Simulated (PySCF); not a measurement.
PySCF job for C₂H₆OS, SMILES CS(C)=O, B3LYP-D3(BJ)/def2-SVP. Geometry: B3LYP-D3(BJ)/def2-SVP.

```python
import numpy as np
from pyscf import gto, scf, dft, df
from pyscf.hessian import thermo

mol = gto.M(
    atom='''
    C    -0.18534393   -0.81173120   -1.36658331
    S     0.45205717    0.23729880    0.00000000
    C    -0.18534393   -0.81173120    1.36658331
    O    -0.39512717    1.48562688   -0.00000000
    H     0.04845521   -0.27508384   -2.29604958
    H     0.30330074   -1.79734266   -1.36121420
    H    -1.27564106   -0.89808421   -1.25149205
    H    -1.27564107   -0.89808421    1.25149204
    H     0.04845521   -0.27508384    2.29604958
    H     0.30330074   -1.79734267    1.36121419
    ''',
    basis='def2-SVP',
    charge=0,
    spin=0,
    max_memory=1600,
    verbose=3,
)
mf = dft.RKS(mol, xc='b3lyp').density_fit(auxbasis='def2-universal-jkfit')
mf.disp = 'd3bj'
mf.grids.level = 3
mf.conv_tol = 1e-11
mf.max_cycle = 100
mf.kernel()

# [left out here: the lines that compute and print the analytic Hessian (its translational invariance restored by hand, since the grid's response is missing), thermochemistry and intensities]
```

Log of the run:

```
converged SCF energy = -552.969108423152

WARN: DFTD3 does not support analytical Hessian, using finite difference


WARN: Mole.unit (angstrom) is changed to Bohr

Mode                                 0                   1                   2
Irrep
Freq [cm^-1]                      175.0722            224.0232            280.2911
Reduced mass [au]                   1.0297              1.0640              2.5613
Force const [Dyne/A]                0.0186              0.0315              0.1186
Char temp [K]                     251.8900            322.3195            403.2765
Normal mode                   x     y     z       x     y     z       x     y     z
       0   C                 0.02 -0.02  0.00   -0.02  0.01 -0.01    0.02  0.09 -0.10
       1   S                -0.00  0.00  0.00   -0.00 -0.02  0.00    0.00 -0.05 -0.00
       2   C                -0.02  0.02  0.00   -0.02  0.01  0.01    0.02  0.09  0.10
       3   O                -0.00 -0.00 -0.00    0.04  0.01 -0.00   -0.04 -0.08  0.00
       4   H                -0.30  0.18  0.04   -0.34  0.24  0.04    0.10  0.21 -0.01
       5   H                 0.34  0.14 -0.21    0.26  0.15 -0.26   -0.06  0.05 -0.23
       6   H                 0.07 -0.39  0.16    0.02 -0.32  0.16    0.00  0.17 -0.17
       7   H                -0.07  0.39  0.16    0.02 -0.32 -0.16    0.00  0.17  0.17
       8   H                 0.30 -0.18  0.04   -0.34  0.24 -0.04    0.10  0.21  0.01
       9   H                -0.34 -0.14 -0.21    0.26  0.15  0.26   -0.06  0.05  0.23
Mode                                 3                   4                   5
Irrep
Freq [cm^-1]                      305.9537            363.7576            624.1792
Reduced mass [au]                   3.9993              3.0973              4.6057
Force const [Dyne/A]                0.2206              0.2415              1.0572
Char temp [K]                     440.1992            523.3662            898.0549
Normal mode                   x     y     z       x     y     z       x     y     z
       0   C                 0.03 -0.08 -0.03    0.04 -0.03 -0.07   -0.04 -0.08 -0.13
       1   S                -0.00  0.00 -0.06   -0.09 -0.02  0.00    0.06  0.07 -0.00
       2   C                -0.03  0.08 -0.03    0.04 -0.03  0.07   -0.04 -0.08  0.13
       3   O                 0.00  0.00  0.17    0.08  0.10 -0.00   -0.02  0.02 -0.00
       4   H                 0.07 -0.19 -0.09    0.17 -0.03 -0.03   -0.10 -0.10 -0.15
       5   H                 0.08 -0.06  0.11    0.14  0.02  0.03   -0.09 -0.10 -0.13
       6   H                 0.03 -0.14 -0.09    0.03 -0.14 -0.27   -0.04 -0.03 -0.03
       7   H                -0.03  0.14 -0.09    0.03 -0.14  0.27   -0.04 -0.03  0.03
       8   H                -0.07  0.19 -0.09    0.17 -0.03  0.03   -0.10 -0.10  0.15
       9   H                -0.08  0.06  0.11    0.14  0.02 -0.03   -0.09 -0.10  0.13
Mode                                 6                   7                   8
Irrep
Freq [cm^-1]                      648.1181            876.2069            909.7890
Reduced mass [au]                   4.0804              1.1824              1.3951
Force const [Dyne/A]                1.0099              0.5348              0.6804
Char temp [K]                     932.4976           1260.6666           1308.9838
Normal mode                   x     y     z       x     y     z       x     y     z
       0   C                 0.04  0.10  0.10    0.04  0.03 -0.05    0.07 -0.04  0.04
       1   S                -0.00 -0.00 -0.10   -0.00 -0.00  0.03    0.00 -0.00 -0.05
       2   C                -0.04 -0.10  0.10   -0.04 -0.03 -0.05   -0.07  0.04  0.04
       3   O                 0.00  0.00  0.01    0.00  0.00 -0.01   -0.00 -0.00  0.04
       4   H                 0.04 -0.01  0.03   -0.26 -0.26 -0.29   -0.06  0.16  0.12
       5   H                 0.12  0.14  0.23   -0.06 -0.02  0.16   -0.19 -0.18 -0.32
       6   H                 0.05  0.01  0.07    0.09  0.09  0.39    0.07  0.28  0.23
       7   H                -0.05 -0.01  0.07   -0.09 -0.09  0.39   -0.07 -0.28  0.23
       8   H                -0.04  0.01  0.03    0.26  0.26 -0.29    0.06 -0.16  0.12
       9   H                -0.12 -0.14  0.23    0.06  0.02  0.16    0.19  0.18 -0.32
Mode                                 9                  10                  11
Irrep
Freq [cm^-1]                      947.0005           1009.1258           1103.7270
Reduced mass [au]                   1.4911              1.3726             10.4875
Force const [Dyne/A]                0.7879              0.8236              7.5274
Char temp [K]                    1362.5229           1451.9074           1588.0174
Normal mode                   x     y     z       x     y     z       x     y     z
       0   C                 0.06 -0.06  0.02   -0.06 -0.05  0.06   -0.02  0.01 -0.01
       1   S                -0.03 -0.01 -0.00    0.04  0.03  0.00    0.07 -0.08 -0.00
       2   C                 0.06 -0.06 -0.02   -0.06 -0.05 -0.06   -0.02  0.01  0.01
       3   O                -0.02  0.09 -0.00   -0.01 -0.01 -0.00   -0.11  0.15  0.00
       4   H                -0.06  0.17  0.13    0.23  0.22  0.28    0.04 -0.03 -0.02
       5   H                -0.20 -0.19 -0.33    0.06  0.01 -0.17    0.07  0.05  0.09
       6   H                 0.06  0.24  0.17   -0.10 -0.09 -0.36   -0.01 -0.06 -0.03
       7   H                 0.06  0.24 -0.17   -0.10 -0.09  0.36   -0.01 -0.06  0.03
       8   H                -0.06  0.17 -0.13    0.23  0.22 -0.28    0.04 -0.03  0.02
       9   H                -0.20 -0.19  0.33    0.06  0.01  0.17    0.07  0.05 -0.09
Mode                                12                  13                  14
Irrep
Freq [cm^-1]                     1282.9419           1307.8433           1414.6487
Reduced mass [au]                   1.1982              1.1945              1.0548
Force const [Dyne/A]                1.1620              1.2038              1.2437
Char temp [K]                    1845.8677           1881.6953           2035.3645
Normal mode                   x     y     z       x     y     z       x     y     z
       0   C                 0.03  0.05  0.06   -0.03 -0.05 -0.06   -0.03 -0.02  0.03
       1   S                -0.00  0.00  0.00   -0.00  0.00  0.00    0.00 -0.00  0.00
       2   C                -0.03 -0.05  0.06   -0.03 -0.05  0.06    0.03  0.02  0.03
       3   O                 0.00 -0.00 -0.00    0.01 -0.01 -0.00   -0.00  0.00 -0.00
       4   H                -0.15 -0.28 -0.18    0.14  0.28  0.19    0.02 -0.27 -0.11
       5   H                -0.23 -0.09 -0.30    0.23  0.09  0.29    0.39  0.18 -0.26
       6   H                 0.00 -0.22 -0.28   -0.01  0.24  0.27   -0.06  0.36 -0.04
       7   H                -0.00  0.22 -0.28   -0.01  0.24 -0.27    0.06 -0.36 -0.04
       8   H                 0.15  0.28 -0.18    0.14  0.28 -0.19   -0.02  0.27 -0.11
       9   H                 0.23  0.09 -0.30    0.23  0.09 -0.29   -0.39 -0.18 -0.26
Mode                                15                  16                  17
Irrep
Freq [cm^-1]                     1427.5518           1431.8467           1449.8245
Reduced mass [au]                   1.0479              1.0531              1.0509
Force const [Dyne/A]                1.2582              1.2721              1.3014
Char temp [K]                    2053.9292           2060.1085           2085.9746
Normal mode                   x     y     z       x     y     z       x     y     z
       0   C                -0.02 -0.02  0.03    0.03 -0.03  0.01    0.03 -0.02  0.01
       1   S                -0.00 -0.00 -0.00   -0.00 -0.00  0.00    0.01 -0.00  0.00
       2   C                -0.02 -0.02 -0.03   -0.03  0.03  0.01    0.03 -0.02 -0.01
       3   O                 0.00  0.00  0.00    0.00  0.00 -0.00   -0.00  0.00 -0.00
       4   H                -0.01 -0.28 -0.13   -0.46  0.16 -0.01   -0.47  0.16 -0.01
       5   H                 0.37  0.17 -0.26    0.04 -0.01  0.23    0.03 -0.02  0.24
       6   H                -0.06  0.37 -0.05   -0.04  0.22 -0.35   -0.03  0.20 -0.36
       7   H                -0.06  0.37  0.05    0.04 -0.22 -0.35   -0.03  0.20  0.36
       8   H                -0.01 -0.28  0.13    0.46 -0.17 -0.01   -0.47  0.16  0.01
       9   H                 0.37  0.17  0.26   -0.04  0.01  0.23    0.03 -0.02 -0.24
Mode                                18                  19                  20
Irrep
Freq [cm^-1]                     3035.9183           3037.6008           3156.2213
Reduced mass [au]                   1.0289              1.0288              1.1099
Force const [Dyne/A]                5.5872              5.5932              6.5143
Char temp [K]                    4368.0105           4370.4312           4541.0997
Normal mode                   x     y     z       x     y     z       x     y     z
       0   C                 0.01  0.02  0.02   -0.01 -0.02 -0.02   -0.05  0.03  0.00
       1   S                -0.00 -0.00 -0.00   -0.00  0.00  0.00   -0.00  0.00 -0.00
       2   C                -0.01 -0.02  0.02   -0.01 -0.02  0.02    0.05 -0.03  0.00
       3   O                 0.00  0.00 -0.00    0.00 -0.00  0.00    0.00 -0.00 -0.00
       4   H                 0.08  0.18 -0.29   -0.08 -0.18  0.30   -0.02 -0.02  0.05
       5   H                 0.20 -0.39  0.01   -0.19  0.38 -0.01    0.21 -0.43  0.01
       6   H                -0.41 -0.03  0.06    0.42  0.03 -0.05    0.45  0.04 -0.06
       7   H                 0.41  0.03  0.06    0.42  0.03  0.05   -0.45 -0.04 -0.06
       8   H                -0.08 -0.18 -0.29   -0.08 -0.18 -0.29    0.02  0.02  0.05
       9   H                -0.20  0.39  0.01   -0.19  0.38  0.01   -0.21  0.43  0.01
Mode                                21                  22                  23
Irrep
Freq [cm^-1]                     3159.4979           3164.4296           3164.9648
Reduced mass [au]                   1.1093              1.1073              1.1078
Force const [Dyne/A]                6.5241              6.5327              6.5379
Char temp [K]                    4545.8140           4552.9097           4553.6797
Normal mode                   x     y     z       x     y     z       x     y     z
       0   C                 0.06 -0.03 -0.01    0.03  0.04 -0.04    0.02  0.04 -0.04
       1   S                 0.00 -0.00 -0.00   -0.00 -0.00 -0.00   -0.00  0.00 -0.00
       2   C                 0.06 -0.03  0.01   -0.03 -0.04 -0.04    0.02  0.04  0.04
       3   O                -0.00  0.00 -0.00   -0.00 -0.00  0.00    0.00 -0.00  0.00
       4   H                 0.00 -0.01  0.02   -0.12 -0.28  0.49   -0.13 -0.28  0.49
       5   H                -0.21  0.42 -0.01    0.09 -0.17 -0.00    0.12 -0.22 -0.00
       6   H                -0.47 -0.04  0.06   -0.27 -0.02  0.03   -0.22 -0.01  0.02
       7   H                -0.47 -0.04 -0.06    0.27  0.02  0.03   -0.22 -0.01 -0.02
       8   H                 0.00 -0.01 -0.02    0.12  0.28  0.49   -0.13 -0.28 -0.49
       9   H                -0.21  0.42  0.01   -0.09  0.17 -0.00    0.12 -0.22  0.00
temperature 298.1500 [K]
pressure 101325.00 [Pa]
Rotational constants [GHz] 6.82083 6.68054 4.10175
Symmetry number 1
Zero-point energy (ZPE) 0.07860 [Eh]   206359.018 [J/mol]
                           tot       elec      trans        rot        vib
Entropy [J/mol/K]       308.466      0.000    163.102    104.417     40.947
Cv [J/mol/K]             80.572      0.000     12.472     12.472     55.628
Cp [J/mol/K]             88.886      0.000     20.786     12.472     55.628
Internal energy [J/mol]                      3718.434   3718.434 213913.281
Internal energy [Eh]   -552.88480  -552.96911
Enthalpy [J/mol]                             6197.391   3718.434 213913.281
Enthalpy [Eh]          -552.88386
Gibbs free energy [J/mol]                  -42431.456 -27413.613 201705.046
Gibbs free energy [Eh] -552.91889
mode   freq/cm-1   IR/(km/mol)
   1      175.07         0.006
   2      224.02         0.999
   3      280.29         0.877
   4      305.95         9.208
   5      363.76         7.727
   6      624.18        10.439
   7      648.12        23.419
   8      876.21         2.152
   9      909.79         4.948
  10      947.00         6.118
  11     1009.13        15.612
  12     1103.73       113.118
  13     1282.94         1.703
  14     1307.84         8.714
  15     1414.65         8.910
  16     1427.55         5.571
  17     1431.85         0.058
  18     1449.82        16.798
  19     3035.92         3.760
  20     3037.60         6.341
  21     3156.22         0.007
  22     3159.50         7.523
  23     3164.43         0.535
  24     3164.96         2.007
max |gradient| / (hartree/bohr): 5.706595213394766e-05
APT charges: [-0.1253  0.8393 -0.1253 -0.6761  0.032   0.0043  0.0073  0.0073  0.032
  0.0043]
```

The calculation finished and met its thresholds.
